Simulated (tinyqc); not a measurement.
Extended Hueckel theory, for LiF+, step by step. The parameters take no account of the charge, which enters only through the electron count. One step of it, computed by the program tinyqc.

Task: Wolfsberg-Helmholz matrix. H_ij = K' S_ij (H_ii + H_jj)/2 for i != j (the diagonal keeps H_ii), with K' = 1.75.

overlap S, lower triangle:
```
            1Li 2s   1Li 2px   1Li 2py    1Li 2pz     2F 2s    2F 2px    2F 2py    2F 2pz
1Li 2s    1.000000
1Li 2px   0.000000  1.000000
1Li 2py   0.000000  0.000000  1.000000
1Li 2pz   0.000000  0.000000  0.000000   1.000000
2F 2s     0.300849  0.000000  0.000000   0.434101  1.000000
2F 2px    0.000000  0.165537  0.000000   0.000000  0.000000  1.000000
2F 2py    0.000000  0.000000  0.165537   0.000000  0.000000  0.000000  1.000000
2F 2pz   -0.063503  0.000000  0.000000  -0.045725  0.000000  0.000000  0.000000  1.000000
```

diagonal H_ii (eV): 1Li 2s -5.400000, 1Li 2px -3.500000, 1Li 2py -3.500000, 1Li 2pz -3.500000, 2F 2s -40.000000, 2F 2px -18.100000, 2F 2py -18.100000, 2F 2pz -18.100000

K = 1.750000

Give: H.

Result:

H (eV), lower triangle:
```
          1Li 2s  1Li 2px  1Li 2py  1Li 2pz    2F 2s   2F 2px   2F 2py   2F 2pz
1Li 2s    -5.400
1Li 2px    0.000   -3.500
1Li 2py    0.000    0.000   -3.500
1Li 2pz    0.000    0.000    0.000   -3.500
2F 2s    -11.951    0.000    0.000  -16.523  -40.000
2F 2px     0.000   -3.129    0.000    0.000    0.000  -18.100
2F 2py     0.000    0.000   -3.129    0.000    0.000    0.000  -18.100
2F 2pz     1.306    0.000    0.000    0.864    0.000    0.000    0.000  -18.100
```
